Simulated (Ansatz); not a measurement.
We consider rutile SnO2, described by PBE in Ansatz (plane waves, PAW).

Run with plane-wave cutoff 520 eV, 8×8×10 k mesh (along the axes of the cell as run), Fermi–Dirac smearing 0.01 eV, scalar-relativistic PAW data made under PBE.

Cell (relaxed at this level):

```cif
data_O4Sn2
_chemical_formula_sum 'Sn2 O4'
_space_group_name_H-M_alt 'P42/mnm'
_space_group_IT_number 136
_space_group_name_Hall '-P 4n 2n'
_cell_length_a 4.82776
_cell_length_b 4.82776
_cell_length_c 3.23790
_cell_angle_alpha 90.000
_cell_angle_beta 90.000
_cell_angle_gamma 90.000
loop_
_atom_site_label
_atom_site_type_symbol
_atom_site_symmetry_multiplicity
_atom_site_Wyckoff_symbol
_atom_site_fract_x
_atom_site_fract_y
_atom_site_fract_z
_atom_site_occupancy
Sn1 Sn 2 a 0.00000 0.00000 0.00000 1
O1 O 4 f 0.30658 0.30658 0.00000 1
```

**Question.** What does this level give for the bulk modulus, band gap and pressure derivative B′ of the bulk modulus?

**Answer.** 
bulk modulus: 167 GPa
band gap: 0.68 eV
pressure derivative B′ of the bulk modulus: 5.7

Measured, for comparison: band gap 3.81 eV (zero-point renormalisation of 215 meV (computed, non-adiabatic AHC, without the lattice-expansion part) added back here to the 1.8 K gap of; inputs from Miglio et al. (2020), arXiv:2011.12765); bulk modulus 212 GPa (temperature not stated, not corrected to a static lattice, from measured elastic constants; as tabulated in Toher et al. (2017), arXiv:1611.05714). Computed (rounded) less measured: bulk modulus -21 %.

Note: the bulk modulus comes from volumes at which shape and atoms were relaxed.

Spin–orbit coupling is not included.

Static lattice: no zero-point or thermal effects.

It cost around 6 core-minutes (rough) of CPU time.

Ansatz is a quantum-chemistry and plane-wave program.
